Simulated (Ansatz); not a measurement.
A nudged elastic band was laid between two geometries of BFH$_{4}$S (7 atoms, charge 0, multiplicity 1).

All numbers below come from Ansatz 0.2.0, RKS PBE/def2-SVPD.

```yaml
movable_images: 7
climbing_image: yes
spring: 5.0 eV/Å²
optimiser: quadratic models (default)
start_path: through a guess of the saddle point
force_threshold: 0.05 eV/Å
iteration_limit: 60
end_points: relaxed
```

Image 0:

```xyz
7
Properties=species:S:1:pos:R:3
B 0.080 -0.028 0.057
H 0.249 -0.709 1.056
F 1.136 0.034 -0.826
H -1.040 0.074 -0.424
S 0.130 2.028 0.969
H 1.155 1.877 1.856
H -0.808 1.790 1.930
```

Image 8:

```xyz
7
Properties=species:S:1:pos:R:3
B 0.200 0.873 -0.253
H -0.769 -1.021 2.157
F 1.227 0.013 -0.170
H -0.836 0.526 -0.771
S 0.340 2.553 0.390
H 1.624 2.433 0.837
H -0.882 -0.312 2.429
```

**Question.** What changes between the two ends?

**Answer.** Bonds broken: B1–H2, S5–H7. Bonds formed: H2–H7. BFH4S becomes BFH2S + H2.

**Question.** Give the energies along the band, and the barrier.

**Answer.** The run converged. The highest image is number 3 of 0 to 8, 0.60 eV above the first end and 1.01 eV above the last; the last end lies 0.41 eV below the first. A vibrational analysis at the climbing image gives one clearly imaginary mode, 718i cm⁻¹: a first-order saddle point. The orbitals stay closed-shell, which can raise the energy where a bond breaks towards radicals; this wasn't checked here.

```tsv
image	path coordinate (Å)	energy (eV)	B1–H2 (Å)	S5–H7 (Å)	H2–H7 (Å)
0	0.00	0.00	1.22	1.36	2.85
1	0.70	0.02	1.22	1.36	2.59
2	1.40	0.23	1.23	1.37	1.84
3	2.09	0.60	1.32	1.63	1.13
4	2.60	0.22	1.64	2.13	0.82
5	3.10	-0.14	2.12	2.51	0.77
6	3.61	-0.33	2.55	2.86	0.77
7	4.11	-0.40	2.94	3.25	0.77
8	4.62	-0.41	3.21	3.72	0.77
```

**Question.** What is the geometry of the highest image?

**Answer.** 
```xyz
7
Properties=species:S:1:pos:R:3
B -0.004 0.299 0.152
H -0.175 -0.459 1.215
F 1.224 0.060 -0.399
H -1.034 0.224 -0.483
S -0.104 2.166 1.052
H 1.174 2.157 1.531
H -0.177 0.617 1.550
```

**Question.** What are the harmonic wavenumbers there?

**Answer.** 718i, 244, 315, 540, 675, 844, 910, 1006, 1127, 1162, 1277, 1619, 2068, 2562, 2604 cm⁻¹.

The band took 11 iterations and roughly 110 core-seconds.

Time of the run: 58 s on 2 threads of Intel(R) Xeon(R) Platinum 8559C (Emerald Rapids), on a shared host, peak memory 0.18 GiB.
